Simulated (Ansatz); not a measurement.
CS: a test of scalar relativity, run with Ansatz 0.2.0, Python API.

The script, `x2c.py`:
```python
"""CS with and without the spin-free two-component Hamiltonian."""

import warnings

import ansatz as az
import numpy as np


def main() -> None:
    warnings.simplefilter("ignore", az.DeckWarning)

    geometry_ang = [
        ("C", (0.0, 0.0, 0.0)),
        ("S", (0.0, 0.0, 1.695)),
    ]
    cs = az.Crystal.molecule()
    for symbol, xyz in geometry_ang:
        cs = cs.atom(symbol, xyz)

    model = cs.calculation().functional("b3lyp").forces()
    # a set contracted for a scalar-relativistic Hamiltonian goes with the relativistic run
    sets = {"none": "cc-pVTZ", "scalar": "cc-pVTZ-DK"}
    found = {kind: model.basis(gaussian=basis).pseudopotentials(relativity=kind).run(threads=1, backend="cpu").report for kind, basis in sets.items()}
    for kind, each in found.items():
        dipole = 4.803205 * np.linalg.norm(each["charge_distribution"]["dipole_moment_e_ang"])
        print(f"{kind:7s} E = {each['free_energy_ev']:.4f} eV  dipole {dipole:.3f} D  largest force component {np.abs(each['forces_ev_ang']).max():.4f} eV/A")
    print(f"relativity lowers the total energy by {found['none']['free_energy_ev'] - found['scalar']['free_energy_ev']:.3f} eV")


if __name__ == "__main__":
    main()
```

What does scalar relativity change in the total energy and in the dipole?

The total moves by -30.1 eV, nearly all in the cores, and the dipole from 1.23 to 1.24 D.

What the script printed:

```console
$ python x2c.py
none    E = -11870.7070 eV  dipole 1.232 D  largest force component 5.6369 eV/A
scalar  E = -11900.7870 eV  dipole 1.240 D  largest force component 5.6334 eV/A
relativity lowers the total energy by 30.080 eV
```

Total energies depend on the basis set; only differences at equal settings carry meaning. The geometry is a force-field or estimated start, not a minimum of this method. The basis set changes with the Hamiltonian (a set recontracted for scalar relativity), and most of the change in the total lies in the cores. b3lyp holds the VWN-RPA fit, as in Gaussian; the form of ORCA and Turbomole is b3lyp5. The spin state was assumed, and another may lie lower. Timing: 2.2 s on 1 thread of Arm Neoverse V1, on a shared host, peak memory 0.17 GiB.
